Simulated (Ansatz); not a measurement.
Rock-salt GdN, treated with BLYP (Ansatz, a program for electronic structure, PAW).

Settings: plane-wave cutoff 520 eV, 12×12×12 k mesh, Fermi–Dirac smearing 0.01 eV, spin-polarised with parallel moments, scalar-relativistic PAW data made under PBE.

The volume scan:

```
V (Å³/atom)  E − E_lowest (meV/atom)
-----------  -----------------------
15.089                         27.87
15.410                         11.95
15.731                          2.88
16.052                          0.00
16.373                          2.69
16.694                         10.37
17.015                         22.52
```

Task: Estimate the bulk modulus and its pressure derivative from these points.

Result: V0 = 16.052 Å³/atom, B0 = 138 GPa, B′ = 4.3 (fit to the energies at full precision).

Measured, for comparison: bulk modulus 192 ± 35 GPa (temperature not stated, no zero-point or thermal correction; as tabulated in Doll (2008), arXiv:0801.3152); equilibrium volume per atom 15.38 Å³/atom (temperature not stated, no zero-point or thermal correction; as tabulated in Natali et al. (2013), arXiv:1208.2410). Computed (rounded) less measured: bulk modulus -28 %, equilibrium volume per atom +4.4 %.

Note: the 4f shell is treated without U or exact exchange, so its levels and filling can be wrong.

Spin–orbit coupling is not included; it can open a gap where bands touch, and shift volumes and moduli.

Computed values are for the static lattice.
